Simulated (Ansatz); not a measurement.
A run of Ansatz (development build ahead of 0.2.0) on singlet H₂O at this shape:

```json
{"atom": "O", "x (Å)": "0.0000", "y (Å)": "0.0000", "z (Å)": "-0.1101"}
{"atom": "H", "x (Å)": "0.0000", "y (Å)": "0.6938", "z (Å)": "0.4404"}
{"atom": "H", "x (Å)": "0.0000", "y (Å)": "-0.6938", "z (Å)": "0.4404"}
```

Its results:

```json
{
 "Converged": "yes",
 "Reference energy": "-76.01744 hartree",
 "Correlation energy": "-0.19675 hartree",
 "Total energy": "-76.21419 hartree",
 "Spin squared of the determinant": "0.000"
}
```

Problem. Which input gives this output? Name the method, the orbitals and the basis set, and write the input.

Solution. RHF-MP2 in cc-pVDZ. An unrestricted run that stays on the closed shell gives the same numbers.

```yaml
crystal:
  periodic: [false, false, false]
  atoms:
    - { symbol: O, position_ang: [0.0, 0.0, -0.11009] }
    - { symbol: H, position_ang: [0.0, 0.69384, 0.44036] }
    - { symbol: H, position_ang: [0.0, -0.69384, 0.44036] }
basis:
  gaussian: { orbitals: cc-pVDZ }
hamiltonian:
  xc: hf
correlation:
  method: mp2
  frozen_orbitals: { H: 0, O: 1 }
```
